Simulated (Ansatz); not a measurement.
## Heat of formation of C5H6S (3-methylthiophene) from total energies

C5H6S has 12 atoms, charge 0, and is taken as a singlet. As SMILES, `Cc1ccsc1`. The shape is that of a PBE0-D4/def2-TZVP optimisation.

Total energies at SVWN5/cc-pVDZ (Ansatz 0.2.0); the atoms run unrestricted:

```tsv
species	state	energy (Eh)
C5H6S	singlet	-589.164145
C	triplet	-37.457783
S	triplet	-396.716352
H	doublet	-0.477467
```

Harmonic wavenumbers at HF/6-31G*, in cm⁻¹: 138, 251, 340, 487, 579, 657, 708, 804, 890, 890, 925, 1010, 1036, 1104, 1172, 1212, 1283, 1380, 1531, 1569, 1616, 1628, 1643, 1779, 3201, 3252, 3283, 3385, 3430, 3441.

Measured heats of formation of the gaseous atoms at 298.15 K, in kJ/mol: C 716.9, S 277.0, H 218.0. Spin-orbit lowering of the atoms at 298 K (mean of the ground term's levels less their thermal mean, from spectra), in kJ/mol: C 0.02, S 1.88. Take 1 Eh = 2625.50 kJ/mol, 1 cm⁻¹ = 0.0119627 kJ/mol, RT = 2.479 kJ/mol.

What heat of formation follows?


1. Electronic atomisation energy: 5 × (-37.457783) + (-396.716352) + 6 × (-0.477467) − (-589.164145) = 2.294076 Eh = 6023.1 kJ/mol.
2. Zero-point energy: half the sum of the wavenumbers, 22312 cm⁻¹ = 266.9 kJ/mol.
3. Thermal vibrational enthalpy, Σ hcν̃/(exp(hcν̃/kT) − 1): 6.8 kJ/mol. Translation, rotation and pV of a non-linear molecule: 4 RT = 9.9 kJ/mol.
4. The 12 free atoms carry 5/2 RT each: 74.4 kJ/mol.
5. Spin-orbit coupling lowers the free atoms by 5 × 0.02 + 1.88 = 2.0 kJ/mol.
6. Atomisation enthalpy at 298 K: 6023.1 − 2.0 − 266.9 − 6.8 − 9.9 + 74.4 = 5811.9 kJ/mol.
7. Sum of the atoms' heats of formation: 5169.5 kJ/mol. Heat of formation: 5169.5 − 5811.9 = -642.4 kJ/mol.

The tabulated value is +82.5 kJ/mol (CRC Handbook of Chemistry and Physics), so this level is off by -724.9 kJ/mol, or 14.3 % of the atomisation enthalpy that the table implies (5086.8 kJ/mol). The LDA overbinds, which puts heats of formation too low. Anharmonicity and any spin-orbit splitting of the molecule are left out.
